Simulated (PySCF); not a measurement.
Computed with B3LYP-D3(BJ)/def2-TZVP (PySCF). Gas-phase values, no solvent. One relaxed conformer stands for a flexible species; it need not be the lowest. B3LYP has the VWN-RPA correlation part, as in Gaussian. Delta-SCF ions had no search for a lower state. Excitations are Tamm–Dancoff values on a coarser integration grid. The basis has no diffuse functions, so Rydberg states are missing or too high.

Reference species (SMILES): `C=CC` (neutral, multiplicity 1).

- S1 excitation (TDA) = 7.43 eV
- vertical ionisation energy (Delta-SCF) = 9.78 eV
- HOMO–LUMO gap = 7.34 eV
- S1 oscillator strength = 0.000

Changed species: `C(O[SiH3])C=C` (C–C–C–O torsion 0°, C–C–O–Si torsion -180°) (X = siloxy; the reference has X = H).

Question: Give the shifts of the S1 excitation (TDA), vertical ionisation energy (Delta-SCF), HOMO–LUMO gap and S1 oscillator strength.

Answer: the S1 excitation (TDA) falls by 0.97 eV, to 6.46 eV; the vertical ionisation energy (Delta-SCF) decreases by 0.25 eV, to 9.53 eV; the HOMO–LUMO gap falls by 0.08 eV, to 7.26 eV; the S1 oscillator strength is nearly the same.
